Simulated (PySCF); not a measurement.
C5H6F: g tensor and hyperfine couplings

Compound: C5H6F (doublet state).
Geometry (GFN2-xTB, Å), atoms numbered from 1 in this order:
```xyz
12
C5H6F angstrom
C      1.9807   -0.2402    0.0801
C      0.6459   -0.0051    0.0087
C     -0.1721    1.0863   -0.2394
F      0.0642    2.3764   -0.5135
C     -1.4585    0.3570   -0.1013
C     -0.5805   -0.8897    0.1804
H      2.3581   -1.2223    0.2975
H      2.6922    0.5495   -0.0793
H     -2.0694    0.3023   -1.0039
H     -2.0942    0.6752    0.7268
H     -0.6691   -1.6818   -0.5593
H     -0.6960   -1.3082    1.1774
```

The hyperfine couplings belong to this conformer and change with its torsions.

The species is `[CH2]C1=C(F)CC1` [radical].

Method used: UKS B3LYP, pcH-1 on C F H, non-relativistic, mean-field spin-orbit, GIAO in PySCF 2.14.0. Geometry: GFN2-xTB, one conformer, isolated molecule. The geometry wasn't refined by DFT: couplings that depend on bond lengths, twists or pyramidal angles can differ widely from those at the functional's own minimum. The SCF solution wasn't tested for stability. ⟨S²⟩ is 0.774 where a pure state has 0.75.

```
g1, g2, g3                      : 2.00208, 2.00348, 2.00396
g_iso                           : 2.00318
Form of g                       : rhombic: the two nearest values differ by 26 % of g3 − g1
⟨S²⟩                            : 0.7743 (exact 0.7500)
HOMO–LUMO gap, α and β orbitals : 6.43, 5.42 eV
Total energy                    : -293.91073 Eh
Basis functions                 : 210
```

Isotropic coupling and dipolar principal values T1 to T3, in MHz; ρ(0) is the spin density at the nucleus:

| atom | isotope | a_iso | T1 | T2 | T3 | Mulliken spin population | ρ(0) (bohr⁻³) |
| --- | --- | --- | --- | --- | --- | --- | --- |
| C1 | 13C | 51.2 | -49.5 | -48.0 | 97.5 | 0.68 | 0.0455 |
| C2 | 13C | -48.5 | -26.9 | 8.6 | 18.3 | -0.24 | -0.0432 |
| C3 | 13C | 74.3 | -55.8 | -51.8 | 107.7 | 0.56 | 0.0661 |
| F4 | 19F | 102.0 | -158.5 | -134.3 | 292.7 | 0.04 | 0.0242 |
| C5 | 13C | -24.5 | -1.9 | 0.2 | 1.8 | -0.05 | -0.0218 |
| C6 | 13C | 5.3 | -1.2 | -0.2 | 1.4 | 0.02 | 0.0047 |
| H7 | 1H | -40.8 | -24.1 | 0.0 | 24.1 | -0.03 | -0.0091 |
| H8 | 1H | -39.4 | -21.5 | -0.9 | 22.4 | -0.03 | -0.0088 |
| H9 | 1H | 76.7 | -2.8 | -2.6 | 5.4 | 0.04 | 0.0172 |
| H10 | 1H | 76.8 | -2.8 | -2.6 | 5.4 | 0.04 | 0.0172 |
| H11 | 1H | -12.9 | -2.3 | -0.5 | 2.8 | 0.00 | -0.0029 |
| H12 | 1H | -12.9 | -2.3 | -0.5 | 2.8 | 0.00 | -0.0029 |

Largest spin populations (Mulliken): C1 (+0.68), C3 (+0.56) and C2 (-0.24). The positive populations add up to 1.36 and the negative ones to -0.36, together 2S = 1. The angles at C1 add up to 360.0°, so it is planar; its axial dipolar tensor and the negative couplings of its protons fit spin in a p orbital normal to that plane.

Axes: g2 points within 14° of the C1–H8 bond.

Under fast tumbling the dipolar parts average out, and these isotropic splittings remain: 1 × 19F (F4, I = 1/2, 2 lines) with 3.64 mT, 2 × 1H (H9/H10, I = 1/2, 3 lines) with 2.74 mT, 1 × 1H (H7, I = 1/2, 2 lines) with 1.46 mT, 1 × 1H (H8, I = 1/2, 2 lines) with 1.41 mT and 2 × 1H (H11/H12, I = 1/2, 3 lines) with 0.46 mT.

Class means assume fast exchange of nuclei equivalent by connectivity; if that motion is slow, each nucleus keeps its own coupling. H7 and H8 aren't averaged: C1 is flat or nearly so (angle sum 360°), and its turn about the short C1–C2 bond (1.36 Å) is taken as slow.

The 13C coupling of C3 (74.3 MHz) shows only in satellite lines or after enrichment, since that isotope makes up about 1.07 % of natural carbon.

Examples of negative spin density at the nucleus (bohr⁻³): C2 (-0.0432), C5 (-0.0218) and H7 (-0.0091).
